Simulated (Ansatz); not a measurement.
2H WS2 was calculated with PBE0 in Ansatz (plane waves, PAW).

Run with plane-wave cutoff 500 eV, 12×12×2 k mesh (along the axes of the cell as run), gaussian smearing 0.02 eV, no spin polarisation, scalar-relativistic PAW data made under PBE.

Cell (relaxed with r²SCAN):

```cif
data_S4W2
_chemical_formula_sum 'W2 S4'
_space_group_name_H-M_alt 'P63/mmc'
_space_group_IT_number 194
_space_group_name_Hall '-P 6c 2c'
_cell_length_a 3.18166
_cell_length_b 3.18166
_cell_length_c 13.07044
_cell_angle_alpha 90.000
_cell_angle_beta 90.000
_cell_angle_gamma 120.000
loop_
_atom_site_label
_atom_site_type_symbol
_atom_site_symmetry_multiplicity
_atom_site_Wyckoff_symbol
_atom_site_fract_x
_atom_site_fract_y
_atom_site_fract_z
_atom_site_occupancy
W1 W 2 c 0.33333 0.66667 0.25000 1
S1 S 4 f 0.66667 0.33333 0.13070 1
```

Question: What does this level give for the band gap?

Answer: 
- band gap: 2.40 eV (on the SCF k mesh)

Measured, for comparison: band gap 1.35 eV (room temperature, no zero-point or thermal correction, bulk 2H; as tabulated in Bastos et al. (2019), arXiv:1903.08112).

Note: the cell comes from a level without a dispersion term, which matters for the spacing of layers, chains or molecules; cell and atoms aren't relaxed at this level (largest force component 0.23 eV/Å, pressure -2.3 GPa); the cell has widely spaced layers and the level no dispersion term, so their spacing and the moduli can rest on weak binding.

Spin–orbit coupling is not included.

The computed numbers hold no vibrational or temperature effects.

Ansatz is a first-principles code.
